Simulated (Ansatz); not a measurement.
ClF, singlet: energies of several shapes or isomers

Computed with Ansatz's Gaussian-basis code (development build). Basis cc-pVDZ, nonrelativistic, 6 orbitals frozen in the corrections; active space CAS(14,8). Restricted Hartree–Fock, then the lowest state-specific CASSCF solution met for each case. On stretched bonds single-reference methods can fail or change state. Unlike active orbitals can shift such differences by tenths of an eV, at times by over 1 eV.

Case A: bond length 1.7749 Å.

Case B: bond length 1.6435 Å.

Case C: bond length 1.5120 Å.

Energy less that of case A, in eV:

| case | RHF/ROHF | CASSCF |
| --- | --- | --- |
| B | -0.294 | +0.041 |
| C | -0.014 | +0.594 |

(1) Give the SC-NEVPT2 energies against case A.

(2) Which case is lowest, and do the methods agree?

Answers

(1) B: -0.052 eV (-1.2 kcal/mol); C: +0.472 eV (10.9 kcal/mol).

(2) B is lowest in SC-NEVPT2. CASSCF puts A lowest.
